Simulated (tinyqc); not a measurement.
Inside a calculation. Method: ROHF in the sto-6g basis, for CH, spin multiplicity 4. This run ends on a higher stationary point, not on the lowest solution. One step of it, computed by the program tinyqc.

Question. Iteration 4: diagonalisation and new density. Diagonalise F' = X^T F X, C = X C', fill 5 alpha and 2 beta electrons from the bottom; D(s) = C_occ C_occ^T. Each column has its largest component positive (the first on a tie).

extrapolated F (hartree):
```
             1C 1s      1C 2s     1C 2px     1C 2py     1C 2pz      2H 1s
1C 1s   -11.063020  -2.826970   0.000000   0.000000   0.000440  -0.061137
1C 2s    -2.826970  -1.264884   0.000000   0.000000  -0.008635  -0.117969
1C 2px    0.000000   0.000000   0.241341  -0.026418   0.000000   0.000000
1C 2py    0.000000   0.000000  -0.026418   0.020315   0.000000   0.000000
1C 2pz    0.000440  -0.008635   0.000000   0.000000   0.011452  -0.081857
2H 1s    -0.061137  -0.117969   0.000000   0.000000  -0.081857  -0.087636
```

X:
```
            1C 1s      1C 2s    1C 2px    1C 2py     1C 2pz      2H 1s
1C 1s    1.023284  -0.126889  0.000000  0.000000  -0.000656   0.006519
1C 2s   -0.126889   1.026848  0.000000  0.000000   0.004317  -0.049409
1C 2px   0.000000   0.000000  1.000000  0.000000   0.000000   0.000000
1C 2py   0.000000   0.000000  0.000000  1.000000   0.000000   0.000000
1C 2pz  -0.000656   0.004317  0.000000  0.000000   1.005096  -0.058636
2H 1s    0.006519  -0.049409  0.000000  0.000000  -0.058636   1.008604
```

Give: F' = X^T F X; orbital energies; coefficients C; D(alpha) after iteration 4; D(beta) after iteration 4.

Answer.

F' = X^T F X (hartree):
```
          1        2        3        4        5        6
1  -10.8711  -1.4131   0.0000   0.0000  -0.0008   0.0150
2   -1.4131  -0.7642   0.0000   0.0000  -0.0015  -0.0736
3    0.0000   0.0000   0.2413  -0.0264   0.0000   0.0000
4    0.0000   0.0000  -0.0264   0.0203   0.0000   0.0000
5   -0.0008  -0.0015   0.0000   0.0000   0.0209  -0.0790
6    0.0150  -0.0736   0.0000   0.0000  -0.0790  -0.0703
```

orbital energies (hartree): MO1 -11.0649, MO2 -0.5816, MO3 -0.1067, MO4 0.0172, MO5 0.0686, MO6 0.2445

coefficients C:
```
            MO1      MO2      MO3     MO4      MO5      MO6
1C 1s    0.9965  -0.2608   0.0420  0.0000  -0.0198   0.0000
1C 2s    0.0139   1.0156  -0.1821  0.0000   0.0902   0.0000
1C 2px   0.0000   0.0000   0.0000  0.1171   0.0000   0.9931
1C 2py   0.0000   0.0000   0.0000  0.9931   0.0000  -0.1171
1C 2pz   0.0000   0.0174   0.4728  0.0000   0.8887   0.0000
2H 1s   -0.0007   0.0991   0.8265  0.0000  -0.5747   0.0000
```

D(alpha) after iteration 4:
```
          1C 1s    1C 2s  1C 2px  1C 2py   1C 2pz    2H 1s
1C 1s    1.0633  -0.2605  0.0000  0.0000  -0.0023   0.0196
1C 2s   -0.2605   1.0730  0.0000  0.0000   0.0118  -0.1017
1C 2px   0.0000   0.0000  0.0137  0.1162   0.0000   0.0000
1C 2py   0.0000   0.0000  0.1162  0.9863   0.0000   0.0000
1C 2pz  -0.0023   0.0118  0.0000  0.0000   1.0137  -0.1183
2H 1s    0.0196  -0.1017  0.0000  0.0000  -0.1183   1.0232
```

D(beta) after iteration 4:
```
          1C 1s    1C 2s  1C 2px  1C 2py   1C 2pz    2H 1s
1C 1s    1.0611  -0.2510  0.0000  0.0000  -0.0045  -0.0265
1C 2s   -0.2510   1.0317  0.0000  0.0000   0.0177   0.1006
1C 2px   0.0000   0.0000  0.0000  0.0000   0.0000   0.0000
1C 2py   0.0000   0.0000  0.0000  0.0000   0.0000   0.0000
1C 2pz  -0.0045   0.0177  0.0000  0.0000   0.0003   0.0017
2H 1s   -0.0265   0.1006  0.0000  0.0000   0.0017   0.0098
```
